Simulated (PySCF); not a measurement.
Compound: C₄H₄N₂.
Atom-mapped SMILES: `[cH:1]1[cH:2][cH:3][n:4][n:5][cH:6]1` (hydrogens: H7 on C1; H8 on C2; H9 on C3; H10 on C6)

Method: PBE0-D3(BJ)/def2-SVP geometry optimisation, gas phase in PySCF; density fitting, grid level 1; the optimiser is geomeTRIC in internal coordinates, started from a GFN2-xTB structure.

Step 0: E = -7178.1295 eV
```
atom  x, y, z in Å  |  force x, y, z in eV/Å
C1      0.6730    0.8237    0.0608   -0.114  -0.216  -0.009
C2     -0.7073    0.7940    0.0449    0.122  -0.210  -0.012
C3     -1.3064   -0.4616   -0.0486    0.191   0.453   0.037
N4     -0.6132   -1.5810   -0.1197   -0.639  -0.630  -0.055
N5      0.6849   -1.5532   -0.1022    0.667  -0.602  -0.035
C6      1.3276   -0.4052   -0.0151   -0.211   0.446   0.025
H7      1.2254    1.7489    0.1291    0.247   0.396   0.033
H8     -1.3003    1.6946    0.1021   -0.264   0.384   0.020
H9     -2.3809   -0.5792   -0.0679   -0.496  -0.020  -0.007
H10     2.4062   -0.4763   -0.0059    0.496  -0.001   0.003
```

Problem. Estimate the geometry and energy of step 1. (The exact step hangs on the optimiser's Hessian estimate; all steps are aligned on step 0, rigid shifts and turns removed.)

Solution. E = -7178.1585 eV, largest force 0.130 eV/Å
```
atom  x, y, z in Å  |  force x, y, z in eV/Å
C1      0.6740    0.8247    0.0624    0.026   0.084   0.003
C2     -0.7083    0.7950    0.0449   -0.029   0.082   0.005
C3     -1.3072   -0.4624   -0.0483   -0.127  -0.022  -0.001
N4     -0.6218   -1.5978   -0.1195    0.046  -0.033  -0.005
N5      0.6943   -1.5695   -0.1032   -0.045  -0.035  -0.006
C6      1.3284   -0.4058   -0.0157    0.129  -0.016   0.005
H7      1.2372    1.7596    0.1325   -0.024  -0.041  -0.001
H8     -1.3127    1.7049    0.1001    0.025  -0.040   0.000
H9     -2.3975   -0.5737   -0.0679    0.052   0.012   0.002
H10     2.4226   -0.4703   -0.0078   -0.053   0.010  -0.001
```

The energy changes by -0.0290 eV. The first-order estimate −F·Δx gives -0.0611 eV and the mean of the old and new forces, exact on a quadratic surface, -0.0294 eV. The step makes an angle of 37° with the force vector and moves no atom by more than 0.019 Å.

What follows is the cost of the whole optimisation. The run took 13 s wall on an Arm Neoverse V1 with one thread, shared host with 32 logical CPUs at a one-minute load of 51, and the process peaked at 0.46 GiB of memory.
